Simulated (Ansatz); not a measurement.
# AlH3MgO: the cost of one run

Method: RKS revPBE/def2-SVP, in Ansatz 0.2.0.

1 further run of the same task is left out (it didn't finish).

### Step 1. Starting point

Bond lengths: Mg1–O2 1.774 Å, O2–Al3 1.649 Å, Mg1–H4 1.567 Å, Al3–H5 1.549 Å, Al3–H6 1.549 Å. Angles: Mg1–O2–Al3 179.6°, O2–Mg1–H4 153.0°, O2–Al3–H5 120.6°, O2–Al3–H6 120.3°, H5–Al3–H6 119.1°.

Coordinates:

```xyz
6

Mg   -1.8355   -0.2012   -0.8658
O    -0.2568    0.0665   -0.1011
Al    1.2050    0.3222    0.6186
H    -2.9075   -1.0932   -1.5797
H     2.4367    0.7375   -0.2246
H     1.3582    0.1682    2.1526
```

### Step 2. End point A

input.yaml

```yaml
crystal:
  periodic: [false, false, false]
  atoms:
    - { symbol: Mg, position_ang: [-1.83552, -0.20116, -0.86575] }
    - { symbol: O, position_ang: [-0.25678, 0.06652, -0.10111] }
    - { symbol: Al, position_ang: [1.20497, 0.32225, 0.61857] }
    - { symbol: H, position_ang: [-2.90752, -1.09323, -1.57971] }
    - { symbol: H, position_ang: [2.43667, 0.73746, -0.22456] }
    - { symbol: H, position_ang: [1.35818, 0.16817, 2.15257] }
basis:
  gaussian: { orbitals: def2-SVP }
hamiltonian:
  xc: revpbe
relax:
  f_tol: 0.02
  max_steps: 50
```

On the command line:

```
> ansatz run input.yaml --threads 1 --pin off --max-ram 2048MiB --backend cpu --events-out ev --progress --plain --runs-dir out
```

What time and memory should one allow on 1 thread of Arm Neoverse V2, shared host?

About 8.1 s, with a peak of 0.13 GiB.
